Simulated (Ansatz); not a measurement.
**SiCl₄ (singlet): from Hartree-Fock to the top rungs, STO-3G**

The task here is to estimate one member of a computed series from the others.

The runs use Ansatz 0.2.0, Gaussian basis; STO-3G, core rule «outside noble gas», up to 25 orbitals frozen.

To be run: UHF; CCSD(T) on RHF; BCCD(T) on RHF; CISD; CCSDT(Q) on RHF; CISDTQ; CCSDTQ on RHF; CASSCF and MRCISD+Q, 8 electrons in 8 orbitals; CASSCF and MRCISD+Q(relaxed), 8 electrons in 8 orbitals; CASSCF and NEVPT2, 8 electrons in 8 orbitals; Full CI.

15 further runs of the same task are left out: 2 that didn't finish, 13 set aside as unsound or not needed.

## The system

The geometry is an MP2(full)/6-31G* stationary point (not a proven minimum).

5 atoms, charge 0, spin multiplicity 1.

Atoms are counted from 1 here; the program's logs count them from 0.

Bond lengths: Si1–Cl2 2.025 Å, Si1–Cl3 2.025 Å, Si1–Cl4 2.025 Å, Si1–Cl5 2.025 Å. Angles: Cl2–Si1–Cl3 109.5°, Cl2–Si1–Cl4 109.5°, Cl2–Si1–Cl5 109.5°, Cl3–Si1–Cl4 109.5°, Cl3–Si1–Cl5 109.5°, Cl4–Si1–Cl5 109.5°.

Set-up of the first run:

in.yaml reads:

```yaml
crystal:
  periodic: [false, false, false]
  atoms:
    - {symbol: Si, position_ang: [0.000000, 0.000000, 0.000000]}
    - {symbol: Cl, position_ang: [1.169349, 1.169349, 1.169349]}
    - {symbol: Cl, position_ang: [-1.169349, -1.169349, 1.169349]}
    - {symbol: Cl, position_ang: [1.169349, -1.169349, -1.169349]}
    - {symbol: Cl, position_ang: [-1.169349, 1.169349, -1.169349]}
basis:
  gaussian: {orbitals: STO-3G}
magnetization: {spin_polarized: true, initial_magnetization: 0}
hamiltonian: {xc: hf}
output: {orbitals: {seedname: orbitals}}
```

Started as:

```bash
> ansatz run in.yaml --threads 1 --pin off --events-out ev --progress --plain --max-ram 3956MiB --backend cpu
```

Steps of the session up to this table: UHF; CCSD(T) on RHF; BCCD(T) on RHF; CISD; CCSDT(Q) on RHF; CISDTQ; CCSDTQ on RHF; CASSCF and MRCISD+Q, 8 electrons in 8 orbitals; CASSCF and MRCISD+Q(relaxed), 8 electrons in 8 orbitals; CASSCF and NEVPT2, 8 electrons in 8 orbitals; Full CI.

One table of the session follows, with a row left open; its other results are not shown here.

It belongs to the step «Misses and costs». 

```
                    method  from FCI (kcal/mol)
                       RHF               +40.82
                      RMP2                +8.73
                      CISD                    ?
                     RCCSD                +1.42
                  RCCSD(T)                +0.24
                   BCCD(T)                +0.24
                    RCCSDT                -0.02
                    CISDTQ                +0.07
                 RCCSDT(Q)                -0.01
                   RCCSDTQ                -0.01
           CASSCF frontier               +13.16
           NEVPT2 frontier                +3.05
           MRCISD frontier                +0.27
         MRCISD+Q frontier                +0.02
MRCISD+Q(relaxed) frontier                -0.05
                       FCI                    0
```

Q: Estimate the row for CISD from the others.

**Answer.** from FCI (kcal/mol): +2.35. In the column «from FCI (kcal/mol)» it lies between RCCSD (+1.42) and NEVPT2 frontier (+3.05).

To keep in mind: MRCISD+Q(relaxed) frontier falls below full CI: the +Q correction isn't variational, and the cores differ from full CI's.
